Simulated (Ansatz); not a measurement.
# Si2H2+ (quartet): from Hartree-Fock to the top rungs, cc-pVTZ

The task here is to estimate one member of a computed series from the others.

The runs use Ansatz 0.2.0, Gaussian basis; cc-pVTZ, core rule «outside noble gas», up to 10 orbitals frozen.

Plan: UHF; CCSD(T) on ROHF; CCSD(T) on UHF; BCCD(T) on ROHF; CCSDT(Q) on ROHF; CCSDT(Q) on UHF; CASSCF and MRCISD+Q, 9 electrons in 10 orbitals; CASSCF and NEVPT2, 9 electrons in 10 orbitals.

7 further runs of the same task are left out: 1 for a known fault of the program, 6 set aside as unsound or not needed.

### The geometry

The geometry is a PBE0/def2-TZVP stationary point (not a proven minimum) of the parent state, kept for this charge and spin.

4 atoms, charge 1, spin multiplicity 4.

Atoms are counted from 1 here; the program's logs count them from 0.

Bond lengths: Si1–Si2 2.273 Å, Si1–H3 1.514 Å, Si2–H4 1.514 Å. Angles: Si2–Si1–H3 104.6°, Si1–Si2–H4 104.6°.

Set-up of the first run:

Input file in.yaml:

```yaml
crystal:
  periodic: [false, false, false]
  atoms:
    - {symbol: Si, position_ang: [0.000000, -0.135595, 1.128508]}
    - {symbol: Si, position_ang: [0.000000, 0.135595, -1.128508]}
    - {symbol: H, position_ang: [0.000000, 1.273421, 1.682307]}
    - {symbol: H, position_ang: [0.000000, -1.273421, -1.682307]}
basis:
  gaussian: {orbitals: cc-pVTZ}
total_charge: 1
magnetization: {spin_polarized: true, initial_magnetization: 3}
hamiltonian: {xc: hf}
output: {orbitals: {seedname: orbitals}}
```

Command:

```
$ ansatz run in.yaml --threads 1 --pin off --events-out ev --progress --plain --max-ram 4096MiB --backend cpu
```

Steps of the session up to this table: UHF; CCSD(T) on ROHF; CCSD(T) on UHF; BCCD(T) on ROHF; CCSDT(Q) on ROHF; CCSDT(Q) on UHF; CASSCF and MRCISD+Q, 9 electrons in 10 orbitals; CASSCF and NEVPT2, 9 electrons in 10 orbitals.

One table of the session follows, with a row left open; its other results are not shown here.

| method | from UCCSDT(Q) (meV) |
| --- | --- |
| ROHF | +5382.5 |
| UHF | +5304.0 |
| RMP2 | +1197.8 |
| UMP2 | ? |
| RCCSD | +288.3 |
| UCCSD | +284.7 |
| RCCSD(T) | +64.7 |
| UCCSD(T) | +63.1 |
| BCCD(T) | +64.3 |
| RCCSDT | +15.3 |
| UCCSDT | +12.8 |
| RCCSDT(Q) | +2.9 |
| UCCSDT(Q) | 0 |
| CASSCF valence | +3665.8 |
| NEVPT2 valence | +1055.4 |
| MRCISD valence | +316.0 |
| MRCISD+Q valence | +63.4 |

Estimate the missing values for UMP2.

The run gave: from UCCSDT(Q) (meV): +1206.1. In the column «from UCCSDT(Q) (meV)» it lies between RMP2 (+1197.8) and CASSCF valence (+3665.8).

To keep in mind: Restricted and unrestricted rows rest on different reference determinants; where their highest levels disagree by more than a few hundredths of an eV, they describe different states and don't form one ladder.
